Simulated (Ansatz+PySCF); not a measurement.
**doublet NO₂: levels of theory in one basis**

```xyz
3

N     0.0000    0.0000   -0.3400
O     0.0000    1.1804    0.1487
O     0.0000   -1.1804    0.1487
```

Basis set: def2-SVP (spherical functions). Left uncorrelated: 3 orbitals. Correlation on ROHF uses semicanonical orbitals with singles. Charge 0, multiplicity 2.

Computed with Ansatz (development build ahead of 0.2.0); each method stands on the lowest determinant of its kind that the runs found. NEVPT2 correlates all electrons. Active spaces start from the frontier orbitals, and the lowest solution found is given.

```tsv
method	E − E(ROHF) (eV)	<S²> of the determinant
ROHF	0.00	0.75
UHF	-0.57	1.26
ROHF-MP2	-15.96	–
UHF-MP2	-14.18	1.26
ROHF-CCSD	-15.33	–
UHF-CCSD	-15.31	1.26
ROHF-CCSD(T)	-16.17	–
UHF-CCSD(T)	-16.05	1.26
CASSCF(11,9)	-5.32	–
```

Problem. What does SC-NEVPT2(11,9) give on the same scale?

Solution. -15.21 eV. NEVPT2 here correlates all electrons, so it doesn't share the others' frozen core.

The restricted and unrestricted rows may stand on different electronic states: another unrestricted solution lies nearer the restricted one.

Caution for UHF, UHF-MP2, UHF-CCSD, UHF-CCSD(T): the unrestricted determinant is spin contaminated; the determinant breaks the point group. Caution for UHF-MP2, UHF-CCSD(T): another reference gives a lower total.
